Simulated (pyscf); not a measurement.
Thermochemistry of product channels of F–B(F)–F (SMILES FB(F)F) + BH₃ (SMILES B) on the singlet surface, in eV, from CCSD(T)/def2-TZVPP + ΔMP2(QZVPP) energies (ideal gas, 1 atm, RRHO with modes under 100 cm⁻¹ raised to 100, one conformer, R ln 2 for rigid chiral ones). Structures and frequencies: ωB97X-D3(BJ)/def2-SVP in PySCF. Correlated levels are frozen-core, on RHF or UHF. ΔMP2 is the change of the MP2 total energy from the triple- to the quadruple-zeta basis.

```
products                                       ΔE  ΔH(298 K)  ΔG(298 K)  ΔG(1200 K)
------------------------------------------  -----  ---------  ---------  ----------
HF (SMILES F) + H₂B–B(F)–F (SMILES BB(F)F)  +1.58      +1.60      +1.56         ___
H₂B–F (SMILES BF) + F–BH–F (SMILES FBF)       ___      -0.09      -0.17       -0.35
```

Problem. Fill in the missing entries.

Solution. 
- HF (SMILES F) + H₂B–B(F)–F (SMILES BB(F)F), ΔG(1200 K): +1.34
- H₂B–F (SMILES BF) + F–BH–F (SMILES FBF), ΔE: -0.14

These are energies of the channels, which say nothing of barriers. The CCSD(T) − MP2 part came from Ansatz, without density fitting, on the same reference.
